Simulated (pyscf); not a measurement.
Structures and frequencies: ωB97X-D3(BJ)/def2-SVP in PySCF.

PBE/def2-TZVP puts the barrier of H₃C–Al(CH₃)–Cl (SMILES [CH3][Al]([CH3])[Cl]) + HCl (SMILES Cl) → CH₄ (SMILES C) + H₃C–Al(Cl)–Cl (SMILES [CH3][Al]([Cl])[Cl]) (four-centre exchange; singlet surface; Al–C, Cl–H broken, C–H, Al–Cl formed) at -0.06 eV and the reaction energy at -1.71 eV, from the separated reactants. What do r²SCAN/def2-TZVP, PBE0-D3(BJ)/def2-TZVP, ωB97M-D3(BJ)/def2-TZVP give on the same structures?

r²SCAN: ΔE‡ = -0.10 eV, ΔE = -1.81 eV; PBE0-D3(BJ): ΔE‡ = -0.07 eV, ΔE = -1.74 eV; ωB97M-D3(BJ): ΔE‡ = 0.10 eV, ΔE = -1.75 eV. PBE's barrier lies among them. Its reaction energy lies over all of them, by 0.03 to 0.09 eV. On the reactant side the descent ends in an adduct with a Al–Cl contact, 0.43 eV under the separated species and 0.42 eV under the saddle at ωB97X-D3(BJ)/def2-TZVP. On the product side the descent ends in a complex, 0.18 eV under the separated species and 1.98 eV under the saddle at ωB97X-D3(BJ)/def2-TZVP. At PBE, r²SCAN, PBE0-D3(BJ) the saddle lies under the separated reactants, which points to a path from their complex (located at ωB97X-D3(BJ) alone). What is counted as formed (Al–Cl) is already present as a longer contact in the reactant adduct; forming that adduct is a step of its own. At ωB97X-D3(BJ) the barrier from the zero used here is -0.01 eV. One saddle was located; it need not be the lowest between these sides.
